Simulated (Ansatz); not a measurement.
A made-up structure of CH3NNa, doublet:

```tsv
atom	x (Å)	y (Å)	z (Å)
N1	0.2784	0.1217	0.4754
C2	-0.5184	0.2974	-0.5728
Na3	2.2085	-1.2271	0.7442
H4	-1.5721	0.4006	-0.5228
H5	-0.1160	0.3222	-1.5532
H6	-0.3098	0.1250	1.3087
```

It is relaxed with PBE-D4/def2-SVP and then PBE0-D4/def2-TZVP (Ansatz 0.2.0). Atoms count as bonded within 1.22 times the sum of their covalent radii (H–H: 0.88 Å). The end point is not checked to be a true minimum.

**Question.** Does its bonding change? (A judgement: the text doesn't fix the answer.)

**Answer.** The calculation gives: No: no bond forms or breaks.

Where it ends: The first stage lowers the energy by 0.12 eV in 6 steps. It ends as CH₃NNa ([CH2][NH][Na]):
N1  (0.095, -0.074, 0.506)
C2  (-0.521, 0.270, -0.541)
Na3  (2.409, -1.105, 0.625)
H4  (-1.520, 0.713, -0.547)
H5  (-0.041, 0.122, -1.510)
H6  (-0.452, 0.112, 1.347)
(Å)

Labels in which every atom is bracketed show which atoms are joined, not bond orders.

For scale, one of the runs: PBE0-D4/def2-TZVP relaxation, 112 basis functions, launched by `ansatz run in.yaml --threads 2 --pin off --events-out ev --progress --plain --max-ram 4352MiB`. Hardware: 2 CPU threads of an Arm Neoverse V2, shared host. Wall time about 39 s.
